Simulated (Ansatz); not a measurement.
# N₂O: how energies converge with the basis set

The task here is to estimate one member of a computed series from the others.

The runs use Ansatz 0.2.0, Gaussian basis; one geometry, several basis sets.

The runs, in order: PBE0-D4/def2-SVP; ωB97M-V/def2-SVP; PBE0-D4/def2-QZVPP; ωB97M-V/def2-QZVPP; CCSD(T)/cc-pV(D+d)Z; CCSD(T)/cc-pV(T+d)Z; CCSD(T)/cc-pV(Q+d)Z; the functionals' def2-TZVPP values are taken from earlier runs.

## The relaxed structure

The geometry comes from an earlier relaxation with PBE0-D4 in a triple-zeta def2 set; it is a stationary point.

3 atoms, charge 0, spin multiplicity 1.

Atoms are counted from 1 here; the program's logs count them from 0.

Bond lengths: N1–N2 1.118 Å, N2–O3 1.174 Å. Angles: N1–N2–O3 180.0°.

Set-up of the first run:

The input, in.yaml:

```yaml
crystal:
  periodic: [false, false, false]
  atoms:
    - {symbol: N, position_ang: [0.335872, -1.083924, 0.069494]}
    - {symbol: N, position_ang: [0.005562, -0.017904, 0.001154]}
    - {symbol: O, position_ang: [-0.341444, 1.101828, -0.070658]}
basis:
  gaussian: {orbitals: def2-SVP}
hamiltonian: {xc: pbe0, dispersion: d4}
output: {orbitals: {seedname: orbitals}}
```

Run with:

```console
> ansatz run in.yaml --threads 2 --pin off --events-out ev --progress --plain --max-ram 32768MiB --backend cpu
```

Steps of the session up to this table: PBE0-D4 in def2-SVP; ωB97M-V in def2-SVP; PBE0-D4 in def2-QZVPP; ωB97M-V in def2-QZVPP.

One of the session's tables, all rows but one given; the rest of the session is left out.

It belongs to the step «Density functionals: the series». 

| functional | basis | HOMO (eV) | LUMO (eV) |
| --- | --- | --- | --- |
| PBE0-D4 | def2-SVP | -9.71 | -0.06 |
| PBE0-D4 | def2-TZVPP | ? | ? |
| PBE0-D4 | def2-QZVPP | -9.84 | -0.24 |
| ωB97M-V | def2-SVP | -11.90 | 2.45 |
| ωB97M-V | def2-TZVPP | -12.07 | 2.24 |
| ωB97M-V | def2-QZVPP | -12.10 | 2.13 |

Estimate the missing values for PBE0-D4, def2-TZVPP.

The run gave: HOMO (eV): -9.82; LUMO (eV): -0.18. In the column «HOMO (eV)» it lies between PBE0-D4, def2-QZVPP (-9.84) and PBE0-D4, def2-SVP (-9.71).
